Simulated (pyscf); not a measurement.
One four-centre exchange on the singlet surface with elements of a group swapped. ωB97M-D3(BJ)/def2-TZVP, kcal/mol, from the separated reactants. Structures and frequencies: ωB97X-D3(BJ)/def2-SVP in PySCF.

| step | barrier | reaction energy | imaginary mode (i cm⁻¹) |
|---|---|---|---|
| CH₄ + H₃Si–O–InH₂ → H₃C–InH₂ + HO–SiH₃ | ___ | ___ | 1410 |
| CH₄ + H₃Si–O–GaH₂ → H₃C–GaH₂ + HO–SiH₃ | 34.0 | +24.6 | 1428 |

Task: Fill in the missing entries.

Result: 
- CH₄ + H₃Si–O–InH₂ → H₃C–InH₂ + HO–SiH₃, barrier: 31.1
- CH₄ + H₃Si–O–InH₂ → H₃C–InH₂ + HO–SiH₃, reaction energy: +21.3

Row 1: On the reactant side the descent ends in a complex (not fully relaxed), 4.2 kcal/mol under the separated species and 34.0 kcal/mol under the saddle at ωB97X-D3(BJ)/def2-TZVP. On the product side the descent ends in an adduct with a In–O contact, 13.3 kcal/mol under the separated species and 20.8 kcal/mol under the saddle at ωB97X-D3(BJ)/def2-TZVP. Row 2: On the product side the descent ends in an adduct with a Ga–O contact, 14.7 kcal/mol under the separated species and 22.2 kcal/mol under the saddle at ωB97X-D3(BJ)/def2-TZVP. Each row is the saddle that its search found. Elements up to Kr have no core potential and no relativistic terms here. Elements past Kr carry the def2 core potentials, without spin-orbit coupling.
